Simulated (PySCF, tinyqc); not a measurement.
RHF in the sto-3g basis, for CH2, spin multiplicity 1, step by step. The lowest restricted solution is unstable here: a spin-polarised one lies 0.0327 hartree lower (PySCF). One step of it, computed by the program tinyqc.

Task: Iteration 2: diagonalisation and new density. Diagonalise F' = X^T F X, C = X C', fill 4 alpha and 4 beta electrons from the bottom; D = 2 C_occ C_occ^T. Each column has its largest component positive (the first on a tie).

extrapolated F (hartree), lower triangle:
```
,1C 1s,1C 2s,1C 2px,1C 2py,1C 2pz,2H 1s,3H 1s
1C 1s,-10.967642
1C 2s,-2.940998,-1.401709
1C 2px,0.000000,0.000000,0.056561
1C 2py,0.000000,0.000000,0.000000,-0.137595
1C 2pz,0.014092,-0.051692,0.000000,0.000000,0.178721
2H 1s,-0.337246,-0.369030,0.000000,-0.249767,-0.104631,-0.168180
3H 1s,-0.337246,-0.369030,0.000000,0.249767,-0.104631,-0.061288,-0.168180
```

X, lower triangle:
```
,1C 1s,1C 2s,1C 2px,1C 2py,1C 2pz,2H 1s,3H 1s
1C 1s,1.025771
1C 2s,-0.140232,1.113248
1C 2px,0.000000,0.000000,1.000000
1C 2py,0.000000,0.000000,0.000000,1.081727
1C 2pz,-0.004970,0.040334,0.000000,0.000000,1.018277
2H 1s,0.018827,-0.180978,0.000000,-0.176731,-0.082375,1.093142
3H 1s,0.018827,-0.180978,0.000000,0.176731,-0.082375,-0.012548,1.093142
```

Give: F' = X^T F X; orbital energies; coefficients C; D after iteration 2.

Result:

F' = X^T F X (hartree), lower triangle:
```
,1,2,3,4,5,6,7
1,-10.744
2,-1.525,-0.788
3,0.000,0.000,0.057
4,0.000,0.000,0.000,0.023
5,0.006,0.006,0.000,0.000,0.216
6,-0.015,-0.198,0.000,-0.267,-0.119,0.013
7,-0.015,-0.198,0.000,0.267,-0.119,-0.043,0.013
```

orbital energies (hartree): MO1 -10.973, MO2 -0.680, MO3 -0.339, MO4 -0.017, MO5 0.057, MO6 0.324, MO7 0.418

coefficients C:
```
,MO1,MO2,MO3,MO4,MO5,MO6,MO7
1C 1s,0.994,-0.257,0.000,0.121,0.000,-0.064,0.000
1C 2s,0.025,0.924,0.000,-0.587,0.000,0.357,0.000
1C 2px,0.000,0.000,0.000,0.000,1.000,0.000,0.000
1C 2py,0.000,0.000,0.608,0.000,0.000,0.000,0.929
1C 2pz,0.000,0.062,0.000,0.457,0.000,0.916,0.000
2H 1s,-0.004,0.135,0.413,0.594,0.000,-0.502,-0.687
3H 1s,-0.004,0.135,-0.413,0.594,0.000,-0.502,0.687
```

D after iteration 2, lower triangle:
```
,1C 1s,1C 2s,1C 2px,1C 2py,1C 2pz,2H 1s,3H 1s
1C 1s,2.137
1C 2s,-0.568,2.397
1C 2px,0.000,0.000,0.000
1C 2py,0.000,0.000,0.000,0.740
1C 2pz,0.079,-0.422,0.000,0.000,0.425
2H 1s,0.067,-0.447,0.000,0.503,0.560,1.084
3H 1s,0.067,-0.447,0.000,-0.503,0.560,0.402,1.084
```
